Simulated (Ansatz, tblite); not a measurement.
**The cluster B2Sb: removing and adding an electron**

One table from this session's results is given with a row withheld; the runs are named, their logs left out.

Computed with Ansatz 0.2.0, Gaussian basis. Level: as each input shows.

Levels to be run: charge +1 singlet, at the geometry of the doublet (PBE0-D4/def2-TZVP, PBE-D4/def2-TZVP, r2SCAN-D4/def2-TZVP, PBE-QIDH/def2-TZVP, revPBE-D4/def2-TZVP, BHLYP-D4/def2-TZVP, BLYP-D4/def2-TZVP, B3LYP-D4/def2-TZVP, CCSD(T)/def2-TZVPP); charge -1 singlet, at the geometry of the doublet (PBE0-D4/def2-TZVPD, PBE-D4/def2-TZVPD, r2SCAN-D4/def2-TZVPD, CCSD(T)/def2-TZVPD); charge -1 singlet, relaxed (PBE0-D4/def2-TZVPD, PBE-D4/def2-TZVPD); the starting doublet's energies come from earlier runs.

5 further runs of the same task are left out: 1 that didn't finish, 4 set aside as unsound or not needed.

## The structure

The geometry is that of the doublet, from an earlier relaxation (r2SCAN-D4/def2-TZVP). At that level it is the lowest of the isomers that a small search found.

3 atoms, charge 0, spin multiplicity 2.

Atoms are counted from 1 here; the program's logs count them from 0.

Bond lengths: B1–B2 1.530 Å, B1–Sb3 2.139 Å, B2–Sb3 2.138 Å. Angles: B2–B1–Sb3 69.0°, B1–B2–Sb3 69.1°, B1–Sb3–B2 41.9°.

As a file:

| atom | x (Å) | y (Å) | z (Å) |
| --- | --- | --- | --- |
| B1 | -0.25237 | 0.98192 | 0.04081 |
| B2 | -0.93693 | -0.38352 | -0.05364 |
| Sb3 | 1.18930 | -0.59840 | 0.01282 |

Sb takes a core potential in the def2 sets. No spin-orbit coupling is included.

Set-up of the first run:

in.yaml reads:

```yaml
crystal:
  periodic: [false, false, false]
  atoms:
    - {symbol: B, position_ang: [-0.252370, 0.981917, 0.040813]}
    - {symbol: B, position_ang: [-0.936930, -0.383519, -0.053636]}
    - {symbol: Sb, position_ang: [1.189300, -0.598399, 0.012823]}
basis:
  gaussian: {orbitals: def2-TZVP}
total_charge: 1
hamiltonian: {xc: pbe0, dispersion: d4}
output: {orbitals: {seedname: orbitals}}
```

Run with:

```console
$ ansatz run in.yaml --threads 2 --pin off --events-out ev --progress --plain --max-ram 4352MiB
```

Among the steps run: Charge +1 singlet at the fixed geometry, PBE0-D4/def2-TZVP; Charge +1 singlet at the fixed geometry, PBE-D4/def2-TZVP; Charge +1 singlet at the fixed geometry, r2SCAN-D4/def2-TZVP; Charge +1 singlet at the fixed geometry, PBE-QIDH/def2-TZVP; Charge +1 singlet at the fixed geometry, revPBE-D4/def2-TZVP; Charge +1 singlet at the fixed geometry, BHLYP-D4/def2-TZVP; Charge +1 singlet at the fixed geometry, BLYP-D4/def2-TZVP; Charge +1 singlet at the fixed geometry, B3LYP-D4/def2-TZVP; Charge +1 singlet at the fixed geometry, CCSD(T)/def2-TZVPP.

One of the session's tables, all rows but one given; the rest of the session is left out.

Beside −ε(HOMO) of the starting state (over both spins):

| level | −ε(HOMO) (eV) | by difference (eV) | mismatch (eV) |
| --- | --- | --- | --- |
| PBE-D4/def2-TZVP | 5.28 | 8.29 | -3.00 |
| revPBE-D4/def2-TZVP | ? | ? | ? |
| BLYP-D4/def2-TZVP | 5.13 | 8.15 | -3.03 |
| r2SCAN-D4/def2-TZVP | 5.75 | 8.55 | -2.80 |
| B3LYP-D4/def2-TZVP | 6.25 | 8.41 | -2.15 |
| PBE0-D4/def2-TZVP | 6.53 | 8.44 | -1.91 |
| BHLYP-D4/def2-TZVP | 7.65 | 8.44 | -0.79 |

Q: Estimate the row for revPBE-D4/def2-TZVP from the others.

The run gave: −ε(HOMO) (eV): 5.25; by difference (eV): 8.26; mismatch (eV): -3.01. In the column «−ε(HOMO) (eV)» it lies between BLYP-D4/def2-TZVP (5.13) and PBE-D4/def2-TZVP (5.28).

To keep in mind: CCSD(T)/def2-TZVPP is no safe reference here (large T1 diagnostic, spin contamination). CCSD(T)/def2-TZVPD is no safe reference here (large T1 diagnostic, spin contamination).
